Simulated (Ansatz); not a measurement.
We consider corundum (α-Al2O3), described by r²SCAN in Ansatz (plane waves, PAW).

Run with plane-wave cutoff 560 eV, 8×8×8 k mesh, Fermi–Dirac smearing 0.01 eV, scalar-relativistic PAW data made under PBE.

On both sides of the equilibrium volume: at 8.325 Å³/atom the pressure is 5.38 GPa and the direct gap at Γ 7.395 eV; at 8.665 Å³/atom they are -4.88 GPa and 6.890 eV. The fitted bulk modulus is 256 GPa.

Work out the volume deformation potential of this gap and its pressure coefficient, in two ways.

a_V = dE_g/d ln V = (6.890 − 7.395)/ln(8.665/8.325) = -12.62 eV. Since dP = −B d ln V, dE_g/dP = −a_V/B = 49 meV/GPa. Straight from the pressures: (7.395 − 6.890)/(5.38 − (-4.88)) = 49 meV/GPa. At this level and over this range the gap at Γ widens under pressure.

Ansatz is a program for electronic structure.
